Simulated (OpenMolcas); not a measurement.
# A ladder of methods for BNH4 (BH2(NH2))

The species is BNH4 (6 atoms), meant as a singlet with charge 0. SMILES: `[H]B([H])N`. The coordinates come from a GFN2-xTB relaxation.

```xyz
6

B     0.3419    0.5951    0.0037
H     1.3301    0.6743    0.6274
H    -0.0786    1.4968   -0.6141
N    -0.3454   -0.5987   -0.0039
H    -1.1993   -0.7506   -0.5151
H    -0.0488   -1.4170    0.5020
```

Each level gives the energy change with the N4–H5 bond stretched from 1.007 to 2.014 Å (eV). The values are calculated.

```csv
level,kind,program,value (eV),CPU time (all runs)
HF/STO-3G (restricted),Hartree–Fock,OpenMolcas,7.67,3.1 s
SVWN5/STO-3G (restricted),LDA,OpenMolcas,5.39,8.2 s
PBE0/STO-3G (restricted),global hybrid,OpenMolcas,5.93,8.9 s
B2PLYP/STO-3G (restricted),double hybrid,OpenMolcas,5.77,8.6 s
"CASPT2(2,2)/STO-3G",multireference,OpenMolcas,?,4.8 s
"MRCI(2,2)/STO-3G",multireference,OpenMolcas,4.79,5.2 s
"SC-NEVPT2(2,2)/STO-3G",multireference,OpenMolcas,?,5 s
FCI/STO-3G,exact in the basis,OpenMolcas,4.72,1.8 min
```

Estimate the missing values from the other rows.

As computed at these levels: CASPT2(2,2)/STO-3G: 4.73 eV; SC-NEVPT2(2,2)/STO-3G: 4.83 eV. Spin-restricted single references rise too steeply as a bond breaks, Hartree–Fock most of all. The first shape isn't each level's own minimum. The values span 4.72 to 7.67 eV. All rows use very small basis sets, so even the best lies far from the true value. CPU times are rough (shared hosts, several kinds of processor): they show what a rung costs within a factor of a few.
